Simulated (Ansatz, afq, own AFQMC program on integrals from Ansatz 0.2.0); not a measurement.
AFQMC on a folder of integrals that Ansatz 0.2.0 wrote.

```yaml
crystal:
  periodic: [false, false, false]
  atoms:
    - {symbol: Br, position_ang: [-0.450482, 0.000000, 0.000000]}
    - {symbol: H, position_ang: [1.226518, 0.000000, 0.000000]}
    - {symbol: C, position_ang: [2.418518, 0.000000, 0.000000]}
    - {symbol: H, position_ang: [2.832986, 0.000000, 0.996161]}
    - {symbol: H, position_ang: [2.832986, 0.000000, -0.996161]}
basis:
  gaussian: {orbitals: cc-pVTZ}
magnetization: {spin_polarized: true, initial_magnetization: 2}
correlation: {method: ccsd_t, electrons: outside_noble_gas, hamiltonian_folder: ham}
```

```sh
$ ansatz run in.yaml --threads 1 --pin off --events-out ev --progress --plain --max-ram 16896MiB --backend cuda --devices 0, --max-vram 18GiB
```

afq runs on the folder ham with

```
--method phaseless --trial cisd --walkers 900 --populations 20 --least-time 60 --time-step 0.005 --steps-per-block 50 --equilibration-blocks 28 --max-blocks 4000 --target-error 0.00022 --factor-cut 1e-05 --start spin_pure --seed 3910 --release-times 0.24,0.51,0.99,1.62,2.4 --release-step 0.03 --release-every 3 --taylor-order 6
```

Times are imaginary, in 1/Eh. The walk had a cap of 236 s. With eight or more populations the least sampling time is a fifth of least-time, and the error comes from their spread. Filled inner d shells are frozen with the cores.

Log:

```
orbitals 100  electrons 8 6  factors 618 of 679
reference energy -2611.98413175 Eh
CCSD correlation -0.34577500 Eh in 11 cycles, weight of the determinant in the CISD state 0.8700
energy of the start -2612.327500 Eh
 block  time / (1/Eh)  mean weight  energy / Eh
     1     0.250  1.0005  -2612.323895
     2     0.500  1.0006  -2612.328761
     3     0.750  1.0013  -2612.333800
     4     1.000  1.0001  -2612.335732
     5     1.250  1.0000  -2612.337551
     8     2.000  1.0007  -2612.343035
    11     2.750  0.9998  -2612.343556
    17     4.250  1.0005  -2612.341049
    23     5.750  0.9997  -2612.341858
    29     7.250  0.9998  -2612.345144
    31     7.750  1.0011  -2612.346377
    35     8.750  1.0001  -2612.342792
    41    10.250  1.0001  -2612.343560
    47    11.750  1.0001  -2612.342240
    53    13.250  0.9998  -2612.341735
    59    14.750  0.9996  -2612.340693
    61    15.250  0.9999  -2612.340628
    65    16.250  1.0002  -2612.341336
    71    17.750  1.0005  -2612.341691
    77    19.250  0.9997  -2612.341912
    83    20.750  0.9999  -2612.341890
    89    22.250  0.9999  -2612.343598
    95    23.750  0.9997  -2612.344388
   101    25.250  1.0003  -2612.342019
   107    26.750  1.0003  -2612.342976
   113    28.250  0.9999  -2612.344050
   117    29.250  0.9998  -2612.345689
error from the spread of 20 populations
released: time / (1/Eh)  energy / Eh  error  mean overlap
  0.24  -2612.342766  0.000170  0.9957
  0.51  -2612.342978  0.000174  0.9910
  0.99  -2612.342868  0.000170  0.9925
  1.62  -2612.343704  0.000247  0.9660
  2.40  -2612.343433  0.000315  0.9709
energy -2612.343006 +/- 0.000213 Eh
(rows thinned)
```

The run passed its tests (sampling time, drift between the halves within three errors, error under three times the target), which doesn't prove that it has relaxed. The second half of the sampling lies below the first by 1.7 errors of their difference, so the energy may still be moving and its error bar be too small.

Against this walk (error 5.8 meV) on the same determinant: CCSD(T) 37.0 meV higher. The error is statistical and leaves out the bias of the constraint. Released to 2.40 1/Eh the energy moves by -12 ± 10 meV (both errors), within twice the noise.

Cautions: constraint bias not in the error; no relativity below Rb; no spin-orbit coupling; inner d shell frozen; lower spins were not checked.

The walk took 2.9 min on 1 × NVIDIA H100 80GB HBM3 with 2 threads of AMD EPYC 7R13 Processor (Zen 3), on a shared host (the card was shared). The log's last line is the phaseless energy.

A walk keeps the symmetry of its determinant, which the program's search chose and which needn't be the lowest solution, so a lower state of the same spin and another symmetry isn't excluded.
